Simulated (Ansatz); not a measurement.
**C3H6N2O: a ladder of functionals and wavefunction methods**

One table from this session's results is given with a row withheld; the runs are named, their logs left out.

Computed with Ansatz 0.2.0, Gaussian basis. Level: functionals in def2-TZVPP, the program's frozen cores in correlated methods.

Plan: LDA (SPW92), PBE-D4, revPBE-D4, BLYP-D4, r2SCAN-D4, B97M-V, PBE0-D4, B3LYP-D4, r2SCANh-D4, r2SCAN0-D4, HSE06-D4, BHLYP-D4, CAM-B3LYP-D4, LC-ωPBE, ωB97X-V, ωB97M-V, B2PLYP, PBE-QIDH; CCSD(T)/def2-SVP; CCSD(T)/def2-TZVPP; MP2/def2-QZVPP; extrapolation to the limit; RPA on PBE.

**The relaxed structure**

The geometry comes from an earlier relaxation with PBE0-D4 in a triple-zeta def2 set; it is a stationary point, not always the lowest conformer.

12 atoms, charge 0, spin multiplicity 1.

Atoms are counted from 1 here; the program's logs count them from 0.

Bond lengths: C1–N2 1.442 Å, C1–H7 1.091 Å, C1–H8 1.099 Å, C1–H9 1.091 Å, N2–C3 1.484 Å, N2–C5 1.378 Å, C3–N4 1.481 Å, C3–H10 1.092 Å, C3–H11 1.093 Å, N4–C5 1.287 Å, C5–O6 1.323 Å, O6–H12 0.965 Å. Angles: N2–C1–H7 109.3°, N2–C1–H8 113.1°, N2–C1–H9 109.0°, H7–C1–H8 108.7°, H7–C1–H9 108.0°, H8–C1–H9 108.5°, C1–N2–C3 124.0°, C1–N2–C5 123.9°, C3–N2–C5 81.8°, N2–C3–N4 89.6°, N2–C3–H10 113.5°, N2–C3–H11 113.1°, N4–C3–H10 114.5°, N4–C3–H11 113.2°, H10–C3–H11 111.4°, C3–N4–C5 85.0°, N2–C5–N4 103.2°, N2–C5–O6 124.7° and more.

Set-up of the first run:

The input, in.yaml:

```yaml
crystal:
  periodic: [false, false, false]
  atoms:
    - {symbol: C, position_ang: [-0.474388, -1.030582, 1.030940]}
    - {symbol: N, position_ang: [0.401429, -0.104377, 0.355835]}
    - {symbol: C, position_ang: [0.951134, -0.323166, -1.005156]}
    - {symbol: N, position_ang: [0.506047, 1.035467, -1.392237]}
    - {symbol: C, position_ang: [-0.022365, 1.073936, -0.219370]}
    - {symbol: O, position_ang: [-0.764608, 1.984306, 0.389672]}
    - {symbol: H, position_ang: [0.103408, -1.890614, 1.372985]}
    - {symbol: H, position_ang: [-1.296955, -1.387867, 0.395827]}
    - {symbol: H, position_ang: [-0.900811, -0.541645, 1.907903]}
    - {symbol: H, position_ang: [2.033447, -0.466885, -1.019436]}
    - {symbol: H, position_ang: [0.436925, -1.116910, -1.553175]}
    - {symbol: H, position_ang: [-0.896265, 2.713037, -0.229788]}
basis:
  gaussian: {orbitals: def2-TZVPP}
hamiltonian: {xc: lda}
output: {orbitals: {seedname: orbitals}}
```

Among the steps run: LDA; PBE-D4 (GGA); revPBE-D4 (GGA); BLYP-D4 (GGA); r2SCAN-D4 (meta-GGA); B97M-V (meta-GGA); PBE0-D4 (hybrid); B3LYP-D4 (hybrid); r2SCANh-D4 (hybrid); r2SCAN0-D4 (hybrid); HSE06-D4 (hybrid); BHLYP-D4 (hybrid); CAM-B3LYP-D4 (range-separated); LC-ωPBE (range-separated); ωB97X-V (range-separated); ωB97M-V (range-separated); B2PLYP (double hybrid); PBE-QIDH (double hybrid).

One of the session's tables, all rows but one given; the rest of the session is left out.

It belongs to the step «Orbital energies across the functionals». 

```
  functional  HOMO (eV)  LUMO (eV)  gap (eV)
 LDA (SPW92)      -5.55      -0.23      5.32
      PBE-D4      -5.37      -0.01      5.35
   revPBE-D4      -5.30       0.08      5.38
     BLYP-D4      -5.26      -0.03      5.23
   r2SCAN-D4      -5.61       0.38      5.99
      B97M-V      -5.71       0.24      5.95
     PBE0-D4      -6.71       0.91      7.62
    B3LYP-D4      -6.50       0.54      7.03
  r2SCANh-D4      -6.12       0.74      6.86
  r2SCAN0-D4          ?          ?         ?
    HSE06-D4      -6.31       0.53      6.84
    BHLYP-D4      -7.97       1.56      9.53
CAM-B3LYP-D4      -8.12       1.70      9.82
     LC-ωPBE      -9.46       3.06     12.52
     ωB97X-V      -9.10       2.85     11.95
     ωB97M-V      -9.02       2.41     11.43
```

**Question.** Estimate the row for r2SCAN0-D4.

Worked estimate for «HOMO (eV)». Against the share of exact exchange, r2SCAN-D4 (0, -5.61), r2SCANh-D4 (0.1, -6.12) give a slope of -5.10 per unit share; at 0.25 the line stands at -6.88.

As computed: HOMO (eV): -6.89; LUMO (eV): 1.24; gap (eV): 8.13. In «HOMO (eV)» the line misses by +0.01.
